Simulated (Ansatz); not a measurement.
**BO+ (triplet): wave-function methods side by side, def2-TZVPP**

An exercise on one series of results from a longer session: the logs are not shown, and one member is left open.

Method: def2-TZVPP, core rule «outside noble gas», up to 2 orbitals frozen; program: Ansatz 0.2.0, Gaussian basis.

Plan: UHF; ROHF; CCSD(T) on UHF.

## The system

The geometry is a PBE0/def2-TZVP stationary point (not a proven minimum) of the parent state, kept for this charge and spin.

2 atoms, charge 1, spin multiplicity 3.

Atoms are counted from 1 here; the program's logs count them from 0.

Bond lengths: B1–O2 1.403 Å.

The first run:

in.yaml

```yaml
crystal:
  periodic: [false, false, false]
  atoms:
    - {symbol: B, position_ang: [0.000000, 0.000000, 0.000000]}
    - {symbol: O, position_ang: [0.000000, 0.000000, 1.403204]}
basis:
  gaussian: {orbitals: def2-TZVPP}
total_charge: 1
magnetization: {spin_polarized: true, initial_magnetization: 2}
hamiltonian: {xc: hf}
output: {orbitals: {seedname: orbitals}}
```

On the command line:

```sh
ansatz run in.yaml --threads 1 --pin off --events-out ev --progress --plain --max-ram 4096MiB --backend cpu
```

Among the steps run: UHF; ROHF; CCSD(T) on UHF.

One of the session's tables, all rows but one given; the rest of the session is left out.

```
  method  from UCCSD(T) (kcal/mol)
    ROHF                   +157.95
     UHF                   +154.82
    UMP2                    +16.41
   UCCSD                         ?
UCCSD(T)                         0
```

Estimate the missing values for UCCSD.

**Answer.** from UCCSD(T) (kcal/mol): +6.21. In the column «from UCCSD(T) (kcal/mol)» it lies between UCCSD(T) (0) and UMP2 (+16.41).
